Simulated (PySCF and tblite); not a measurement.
The numbers below are computed, except where a source is named.
C4H10, numbered as in [CH3:1][CH2:2][CH2:3][CH3:4]. Conformers came from 90 starts (ETKDG and KDG, MMFF94s, GFN2-xTB); geometries are PBE0-D3(BJ)/def2-SVP. Weights use PBE0-D3(BJ)/def2-TZVP energies plus GFN2-xTB zero-point and thermal terms (modes under about 100 cm⁻¹ blended into free rotors). Symmetry numbers and mirror images are counted. Conformers within 4 kcal/mol (GFN2-xTB free energy) were kept, 5 at most. GIAO shieldings: PBE0/pcSseg-1. Shifts are against TMS (¹H), TMS (¹³C) at the same level. (PySCF 2.14, tblite 0.8.)

Torsions listed: C1–C2–C3–C4. Of a mirror pair one member is shown.

```
conformer  shape  point group  mirror pair  ΔE(DFT)  Δ(G−E) at 380 K  δ C1/C4 (ppm)
        1   180°          C2h           no     0.00             0.00           16.8
        2   -65°           C2          yes     0.62             0.08           13.7
```

Energies in kcal/mol; the thermal term leaves out symmetry numbers and mirror images.

(1) Work out the weights at 380 K and the ¹³C shift of C1/C4 under fast exchange.

Answers

(1) RT = 0.755 kcal/mol. Each conformer gets RT ln(σ/g), with σ the rotational symmetry number and g = 2 for a mirror pair: 1: σ = 2, g = 1, G = 0.00 + 0.00 + 0.52 = 0.52, 0.00 above the lowest, exp(−ΔG/RT) = 1.000; 2: σ = 2, g = 2, G = 0.62 + 0.08 + 0.00 = 0.71, 0.18 above the lowest, exp(−ΔG/RT) = 0.784. The sum is 1.784, so the weights are 56.0, 44.0 %. The averaged shift is 15.4 ppm. At 298.15 K it is 15.6 ppm. At 298.15 K the leading conformer alone gives 16.8 ppm and bare DFT energies give 16.0 ppm.
